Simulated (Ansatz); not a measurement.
# CH₂Si+ (doublet): from Hartree-Fock to the top rungs, def2-QZVPP

One table from this session's results is given with a row withheld; the runs are named, their logs left out.

Computed with Ansatz 0.2.0, Gaussian basis. Level: def2-QZVPP, core rule «outside noble gas», up to 6 orbitals frozen.

Plan: UHF; ROHF; CCSD(T) on UHF.

2 further runs of the same task are left out: 2 set aside as unsound or not needed. Runs told in other sessions of the task aren't counted.

### The system

The geometry is a PBE0/def2-TZVP stationary point (not a proven minimum) of the parent state, kept for this charge and spin.

4 atoms, charge 1, spin multiplicity 2.

Atoms are counted from 1 here; the program's logs count them from 0.

Bond lengths: Si1–C2 1.637 Å, Si1–H3 1.483 Å, C2–H4 1.078 Å. Angles: C2–Si1–H3 123.0°, Si1–C2–H4 153.9°.

Set-up of the first run:

Contents of in.yaml:

```yaml
crystal:
  periodic: [false, false, false]
  atoms:
    - {symbol: Si, position_ang: [0.000000, -0.101057, 0.500037]}
    - {symbol: C, position_ang: [0.000000, 0.164958, -1.114795]}
    - {symbol: H, position_ang: [0.000000, 0.995702, 1.498344]}
    - {symbol: H, position_ang: [0.000000, -0.145469, -2.147521]}
basis:
  gaussian: {orbitals: "def2-QZVPP.json"}
total_charge: 1
magnetization: {spin_polarized: true, initial_magnetization: 1}
hamiltonian: {xc: hf}
output: {orbitals: {seedname: orbitals}}
```

Launch:

```sh
$ ansatz run in.yaml --threads 1 --pin off --events-out ev --progress --plain --max-ram 2393MiB
```

Among the steps run: UHF; ROHF; CCSD(T) on UHF.

One of the session's tables, all rows but one given; the rest of the session is left out.

| method | from UCCSD(T) (kcal/mol) |
| --- | --- |
| ROHF | +176.50 |
| UHF | +153.84 |
| UMP2 | +33.72 |
| UCCSD | ? |
| UCCSD(T) | 0 |

Q: Estimate the row for UCCSD from the others.

**Answer.** from UCCSD(T) (kcal/mol): +7.90. In the column «from UCCSD(T) (kcal/mol)» it lies between UCCSD(T) (0) and UMP2 (+33.72).

Caveats from the session: The determinant of HF (⟨S²⟩ 1.51) is far from a pure spin state, so its energy mixes those of several spin states; that is harmless only where they are near-degenerate. The determinant of CCSD(T) (⟨S²⟩ 1.51) is far from a pure spin state, so its energy mixes those of several spin states; high orders of coupled cluster remove much of that, low ones don't.
